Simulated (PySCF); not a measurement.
water cation (H2O), SMILES O (connectivity only; charge and spin as stated), charge +1, multiplicity 2. Atoms are numbered in the order given.

```xyz
3

O      0.0000     0.0000    -0.1160
H      0.0000    -0.8247     0.4641
H      0.0000     0.8247     0.4641
```
Charge +1, spin multiplicity 2.

Coordinates come from a B3LYP-D3(BJ)/def2-TZVPD optimisation. The spin state was assumed, not searched.

Level of theory: PBE0/def2-TZVPD (PySCF).

Mulliken values depend strongly on the basis, most of all with diffuse functions as here. ESP charges are fitted to the potential on shells at 1.4 to 2.0 van der Waals radii. Atomic charges (e):

```
atom  Mulliken  meta-Löwdin  ESP fit  Mulliken spin
----  --------  -----------  -------  -------------
O1        0.02         0.06     0.04           1.06
H2        0.49         0.47     0.48          -0.03
H3        0.49         0.47     0.48          -0.03
```
